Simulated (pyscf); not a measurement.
H₃C–CH₂–ZnH + H₃C–OH → H₃C–CH₂–Zn–OH + CH₄, a four-centre exchange (singlet surface; H–Zn, C–O broken, O–Zn, C–H formed). Structures and frequencies: ωB97X-D3(BJ)/def2-SVP in PySCF. Energies in eV from the separated reactants.

Small-basis levels: PySCF, no dispersion term, spherical d functions. 

### Question
In single points HF/6-31G*+LANL2DZ puts the saddle at 3.24 eV and the reaction energy at -1.53 eV. Should these be trusted to within a few kcal/mol? Compare with ωB97M-D3(BJ)/def2-TZVP.

### Answer
ωB97M-D3(BJ)/def2-TZVP gives ΔE‡ = 2.52 eV and ΔE = -1.54 eV. HF/6-31G*+LANL2DZ lies 0.72 eV over it in the barrier and 0.01 eV over it in the reaction energy, so on this step it does not hold to within 0.13 eV. ωB97M-D3(BJ)/def2-TZVP has limits of its own. On the reactant side the descent ends in an adduct with a O–Zn contact (not fully relaxed), 0.44 eV under the separated species and 3.00 eV under the saddle at ωB97X-D3(BJ)/def2-TZVP. What is counted as formed (O–Zn) is already present as a longer contact in the reactant adduct; forming that adduct is a step of its own. From the product side, •H₂C–CH₃ + [HO–Zn]• + CH₄ lies, by one bond made or cut, 1.02 eV under this saddle at ωB97M-D3(BJ)/def2-TZVP. This is the saddle that the search found; another between the same sides may lie lower. In the def2 sets elements up to Kr have no core potential.
